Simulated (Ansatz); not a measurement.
`C=S`: measurement beside calculation (Ansatz, PBE0-D4/def2-TZVP geometry).

```xyz
4

C    -0.076   -0.076    0.021
S     1.029    1.039   -0.285
H     0.175   -1.028    0.491
H    -1.128    0.065   -0.227
```

Measured: 1.6491 D (ground-state dipole moment along a axis, earlier laboratory spectroscopy). Source: Laboratory spectroscopic study of isotopic thioformaldehyde, H$_{2}$CS, and determination of its equilibrium structure, 2018 (arxiv:1812.01554).

```
functional (def2-TZVPP)  dipole (D)  error (D)
                    PBE        1.61      -0.04
                 r2SCAN        1.75       0.10
                  B3LYP        1.68       0.03
                ωB97M-V        1.68       0.03
```

The measured dipole is a vibrational average; the computed one belongs to the fixed geometry.

Measured: 291613.34 MHz (A0, ground vibrational state, H2 12C 32S, mm/submm rotational spectroscopy, Watson S reduction); 17698.994 MHz (B0, ground vibrational state, H2 12C 32S, mm/submm rotational spectroscopy, Watson S reduction); 16652.498 MHz (C0, ground vibrational state, H2 12C 32S, mm/submm rotational spectroscopy, Watson S reduction). Source: Laboratory spectroscopic study of isotopic thioformaldehyde, H$_{2}$CS, and determination of its equilibrium structure, 2018 (arxiv:1812.01554).

| constant | measured (MHz) | computed (MHz) | error (%) |
| --- | --- | --- | --- |
| A | 291613 | 294425 | 1.0 |
| B | 17699 | 17937 | 1.3 |
| C | 16652 | 16907 | 1.5 |

Computed constants are equilibrium values for the main isotopes; measured ground-state ones include zero-point motion, which usually lowers them by up to about 1 %.

Measured: 990.182588 ± 1.9e-05 cm⁻¹ (nu4 fundamental, B1, out-of-plane bend, main isotopologue, combined fit of rotational and high-resolution IR data); 991.020207 ± 1.9e-05 cm⁻¹ (nu6 fundamental, B2, CH2 rock, main isotopologue, combined fit of rotational and high-resolution IR data); 1059.205183 ± 1.7e-05 cm⁻¹ (nu3 fundamental, A1, C=S stretch, main isotopologue, combined fit of rotational and high-resolution IR data); 1455.495737 ± 2.5e-05 cm⁻¹ (nu2 fundamental, A1, CH2 bend, main isotopologue, combined fit of rotational and high-resolution IR data); 2971.03 cm⁻¹ (nu1 fundamental, A1, symmetric CH2 stretch, main isotopologue, infrared spectroscopy); 3024.62 cm⁻¹ (nu5 fundamental, B2, antisymmetric CH2 stretch, main isotopologue, infrared spectroscopy). Source: Rotational spectroscopy of the thioformaldehyde isotopologues H$_2$CS and H$_2$C$^{34}$S in four interacting excited vibrational states and an account on the rotational spectrum of thioketene, H$_2$CCS, 2023 (arxiv:2309.08992).

Harmonic PBE0-D4 wavenumbers (cm⁻¹, unscaled): 1001, 1035, 1120, 1491, 3077, 3162. Fundamentals include anharmonicity and usually lie a few per cent under these; harmonic values from spectra compare directly.

B3LYP here is the variant with VWN-RPA as its local correlation; programs differ in this.
